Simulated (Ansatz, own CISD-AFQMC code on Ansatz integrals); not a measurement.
C2H4O2, SMILES `COC=O` (C–O–C–O torsion 0°) (charge 0, multiplicity 1).

Cartesian coordinates (Å):
```xyz
8

C     -1.0060    -0.1843     0.0899
O      0.3008    -0.7405    -0.0534
C      1.2901     0.1458    -0.1183
O      1.1688     1.3345    -0.0672
H     -1.0725     0.4011     1.0077
H     -1.6867    -1.0312     0.1266
H     -1.2411     0.4601    -0.7580
H      2.2467    -0.3855    -0.2273
```
Charge 0, multiplicity 1.

Frozen-core correlation energies in cc-pVDZ at a geometry from PBE0-D3(BJ)/def2-TZVP, on an HF energy of -227.80659 Ha (<S^2> = 0.00). Wave-function levels are from Ansatz, the walk from an own CISD-AFQMC code on Ansatz integrals (time step 0.005/Ha, trial state from CCSD amplitudes, largest double 0.06).

```csv
level,correlation energy (mHa)
MP2,-636.6
CCSD,-663.8
CCSD(T),-683.8
```

What correlation energy does phaseless AFQMC give, and where does it lie among these levels?

-686.2 ± 0.4 mHa (one standard error). AFQMC minus each level: MP2 -49.6 mHa, CCSD -22.4 mHa, CCSD(T) -2.4 mHa.
